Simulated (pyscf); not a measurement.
Single points on ωB97X-D3(BJ)/def2-SVP structures (PySCF, gas phase).

Estimate the classical barrier height and the reaction energy of silane (SiH₄) + H₂Si=N–SiH₃ → H₃Si–NH–SiH₂–SiH₃ at PBE0-D3(BJ)/def2-TZVP. The step runs on the singlet surface, breaks H–Si and forms Si–Si, H–N; take the separated reactants as zero.

ΔE‡ = 22.6 kcal/mol, ΔE = -50.5 kcal/mol. ωB97M-D3(BJ)/def2-TZVP gives 30.3 kcal/mol and -45.0 kcal/mol. Zero-point energy shifts the barrier by 0.0 kcal/mol. It is an addition across a multiple bond or ene-type step, with an imaginary mode of 1589i cm⁻¹. At the saddle there is also a short H–Si contact that neither side keeps. The same reactants have a lower exit, to H₃Si–N(SiH₃)–SiH₃ (barrier +1.1 kcal/mol at ωB97M-D3(BJ)/def2-TZVP, against +30.3 kcal/mol here). H₂Si=N–SiH₃ lies 10.1 kcal/mol over its isomer :HSi–NH–SiH₃ [singlet] (electronic energy, ωB97M-D3(BJ)/def2-TZVP). H₃Si–NH–SiH₂–SiH₃ lies 15.2 kcal/mol over its isomer H₃Si–N(SiH₃)–SiH₃ (electronic energy, ωB97M-D3(BJ)/def2-TZVP). One saddle was located; it need not be the lowest between these sides.
